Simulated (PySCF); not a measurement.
## Stretching OH

Set-up: basis H pcseg-1, O pcseg-1; no relativity; PySCF 2.14. Energies in eV from H + O in their ground configurations at the same level. State: ²Π (doublet), unpaired electrons π ↑.

All columns are r²SCAN0. A positive dipole means H(−)O(+).

```csv
R (Å),E (eV),μ (D),Mulliken charge on H (basis-dependent),HOMO (eV),LUMO (eV),Mayer bond order,⟨S²⟩
0.842,-3.817,-1.70,0.16,-9.44,-3.50,1.03,0.75
0.881,-4.147,-1.73,0.19,-9.37,-3.44,1.01,0.75
0.920,-4.332,-1.77,0.22,-9.31,-3.38,0.99,0.75
0.950,-4.396,-1.79,0.23,-9.26,-3.33,0.97,0.75
0.979,-4.410,-1.81,0.25,-9.22,-3.29,0.96,0.75
1.008,-4.381,-1.83,0.26,-9.18,-3.25,0.95,0.75
1.048,-4.291,-1.86,0.28,-9.13,-3.20,0.93,0.75
1.097,-4.115,-1.89,0.29,-9.08,-3.14,0.92,0.75
1.155,-3.841,-1.93,0.31,-9.02,-3.08,0.91,0.75
1.234,-3.409,-1.96,0.32,-8.96,-3.01,0.89,0.76
```

A fit through these points gives, at Re = 0.973 Å, μ = -1.81 D and dμ/dR = -0.762 D/Å; the reduced mass is 0.9481 u.

**Question.** How strong is the fundamental in the double-harmonic approximation, I = 42.26·(dμ/dR)²/μred km/mol?

**Answer.** I = 42.26·(-0.762)²/0.9481 = 25.9 km/mol at r²SCAN0.

The state was picked by a PBE0 search and need not be the measured ground state.
